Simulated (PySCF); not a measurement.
C3H6O2S.
Bonds: C1–C2 (double), C2–S3, S3–C4, S3–O5 (double), S3–O6 (double). Hydrogens: H7, H8 on C1; H9 on C2; H10, H11, H12 on C4.

Computed geometry: GFN2-xTB, gas phase.

(1) What internal coordinates does the optimisation give?

## Answers

(1) 
| bond | length (Å) |
| --- | --- |
| C1=C2 | 1.313 |
| C2–S3 | 1.798 |
| S3–C4 | 1.818 |
| S3=O5, S3=O6 | 1.437 |
| C1–H7 | 1.078 |
| C1–H8 | 1.078 |
| C2–H9 | 1.075 |
| C4–H10, C4–H11, C4–H12 | 1.082 |

Bonds in one row agree within 0.01 Å and their mean is given. A selection of angles:
| angle | degrees |
| --- | --- |
| C2–C1–H7 | 123.4 |
| C2–C1–H8 | 119.0 |
| H7–C1–H8 | 117.6 |
| C1–C2–S3 | 119.5 |
| C1–C2–H9 | 126.1 |
| S3–C2–H9 | 114.3 |
| C2–S3–C4 | 103.1 |
| C2–S3–O5 | 109.0 |
| C2–S3–O6 | 108.4 |
| C4–S3–O5 | 108.5 |
| C4–S3–O6 | 108.4 |
| O5–S3–O6 | 118.4 |
| S3–C4–H10 | 108.3 |
| H10–C4–H11 | 111.6 |
| H10–C4–H12 | 110.5 |

Dihedral angles: C1–C2–S3–C4 -111° (anticlinal). The mirror-image conformer, all signs reversed, is as good.

The 2 C–S bonds span 1.798 Å (C2–S3, drawn single) to 1.818 Å (S3–C4, drawn single), a spread of 0.020 Å. S3 (sulfonyl sulfur) is distorted tetrahedral (angles from 103.1° to 118.4°). Of the pairs four or more bonds apart, O5···H8 is among the closest relative to their van der Waals radii: 2.46 Å, 90 % of the sum of Bondi's values.

Point group: C1 (no symmetry element, even within 0.4 Å). No frequency check. One conformer, not necessarily the lowest.
